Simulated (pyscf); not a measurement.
This saddle point was located with ωB97X-D3(BJ)/def2-SVP in PySCF.

```
Ge
O 1 1.6100
O 1 1.6584 2 167.46
H 3 1.4437 1 80.10 2 179.94
F 4 1.0498 3 135.66 1 0.00
```
Charge 0, spin multiplicity 1.

Surface: singlet, charge 0. Lowest wavenumbers (cm⁻¹): 448i, 205, 212, 383, 885.

Task: What reaction is this the transition state of?

Result: `[O]=[Ge]=[O]` + `[FH]` <-> `[O]=[Ge]([OH])[F]`, an addition across a multiple bond or ene-type step read from left to right: F–H broken and F–Ge, H–O formed. At CCSD(T)/def2-TZVPP + ΔMP2(QZVPP) it lies -3.8 kcal/mol from the left side and +45.7 kcal/mol from the right (each side as separated species at their lowest minima found). On the reactant side the descent ends in a bound adduct, 9.7 kcal/mol under the separated species and 1.5 kcal/mol under the saddle at ωB97X-D3(BJ)/def2-TZVP. At CCSD(T) the saddle lies under the separated reactants, which points to a path from their complex (located at ωB97X-D3(BJ) alone). At ωB97X-D3(BJ) the barrier from the zero used here is -8.2 kcal/mol. This is the saddle that the search found; another between the same sides may lie lower. The CCSD(T) − MP2 part came from Ansatz, without density fitting, on the same reference. The frozen core leaves the outer d or s,p core shells of the metals and heavy elements correlated in the MP2 and CC values, and def2-TZVPP describes them poorly, which can shift differences by a few kcal/mol. Elements up to Kr have no core potential and no relativistic terms here.
